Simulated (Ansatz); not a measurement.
## Active spaces for COS, singlet

Program: Ansatz, Gaussian basis, development build. Basis cc-pVTZ on O/C, cc-pV(T+d)Z on S, nonrelativistic, 7 orbitals frozen in the corrections. State-specific CASSCF; RHF is the lowest restricted (open-shell) Hartree–Fock solution met. Solutions may break the symmetry of the shape. No proof that the lowest CASSCF solution was found.

Geometry:

```xyz
3

O     0.0000    0.0000   -1.6992
C     0.0000    0.0000   -0.5205
S     0.0000    0.0000    1.0448
```

Problem. What do CASSCF and its corrections give against RHF in CAS(8,6), and what are the occupations?

Solution. CASSCF -2.128 eV, SC-NEVPT2 -14.407 eV; occupations 1.99, 1.99, 1.95, 1.95, 0.06, 0.06.

Problem. Roughly how much CPU time does a whole run from the default start take (median of such runs, summed over threads; nearly all runs on one pinned thread of a shared server, mostly Xeon at 2.3 to 2.6 GHz, by a development driver)?

Solution. CAS(8,6): about 9.4 s. Other jobs ran beside these, and the count of passes differs.
